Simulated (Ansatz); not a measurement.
System: hcp Ti. Method: r²SCAN+rVV10 (Ansatz, an electronic-structure program, PAW).

Numerical settings: plane-wave cutoff 500 eV, 30×30×16 k mesh (along the axes of the cell as run), Fermi–Dirac smearing 0.1 eV, no spin polarisation, scalar-relativistic PAW data made under PBE.

Computed at the level's own relaxed cell.

What does this level give for the volume per atom, lattice constant a and lattice parameter c?


- volume per atom = 17.19 Å³/atom
- lattice constant a = 2.928 Å
- lattice parameter c = 4.630 Å

Measured, for comparison: lattice constant a 2.950 Å, lattice parameter c 4.683 Å (293 K, not corrected to a static lattice; as tabulated in Wikipedia's data pages). Computed (rounded) less measured: lattice constant a -0.7 %, lattice parameter c -1.1 %. A static lattice is as a rule a little smaller and stiffer than an uncorrected measurement, which narrows the difference in the lattice constant a, lattice parameter c and would widen misses of the other sign.

The computed numbers hold no vibrational or temperature effects.

Computing time: very roughly 4 core-minutes.
